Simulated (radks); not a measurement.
# O³⁺ in [He] 2s2 2p1: an all-electron calculation

One table from this session's results is given with a row withheld; the runs are named, their logs left out.

Program: radks (a radial shooting solver on a logarithmic mesh, Libxc functionals) version 1. Level of theory: scalar-relativistic Kohn-Sham, LDA (Slater exchange, Perdew-Wang correlation), spin-polarised, spherical densities, finite nucleus; open shells are filled with parallel spins first. These are calculated values, not measurements, unless marked.

### What is computed

```
element            : oxygen (Z = 8)
charge             : +3
electrons          : 5
configuration      : [He] 2s2 2p1
nuclear rms radius : 2.6991 fm
```

The outer shells:

O³⁺
```
[He] core
2s [↑↓]
2p [↑ ][  ][  ]
```

The first run:

The run's settings:

```text
Z 8
configuration [He] 2s2 2p1 3s0 3p0
relativity scalar-relativistic
functional lda,pw
spin polarised
nucleus finite rms 2.6991 fm
c 137.035999084
```

On the command line:

```console
python run_ks.py task.json out
```

This one command runs every case of the session in turn.

One of the session's tables, all rows but one given; the rest of the session is left out.

It belongs to the step «Orbitals and density». From the orbitals of this run (lengths in bohr):

| level | <r> | outermost maximum (interpolated) | 90 % within | nodes |
| --- | --- | --- | --- | --- |
| 1s up | 0.2004 | 0.130 | 0.359 | 0 |
| 1s down | ? | ? | ? | ? |
| 2s up | 0.9756 | 0.807 | 1.51 | 1 |
| 2s down | 0.9879 | 0.813 | 1.54 | 1 |
| 2p up | 0.9105 | 0.695 | 1.49 | 0 |
| 2p down | 0.9282 | 0.705 | 1.53 | 0 |
| 3s up | 2.641 | 2.42 | 3.87 | 2 |
| 3s down | 2.686 | 2.46 | 3.93 | 2 |
| 3p up | 2.748 | 2.50 | 4.10 | 1 |
| 3p down | 2.807 | 2.56 | 4.19 | 1 |

Estimate the missing values for 1s down.

The run gave: <r>: 0.1999; outermost maximum (interpolated): 0.130; 90 % within: 0.358; nodes: 0. In the column «<r>» it is the lowest.

Caveats from the session: Open shells are spherical and high-spin; term and fine-structure splittings are not resolved.
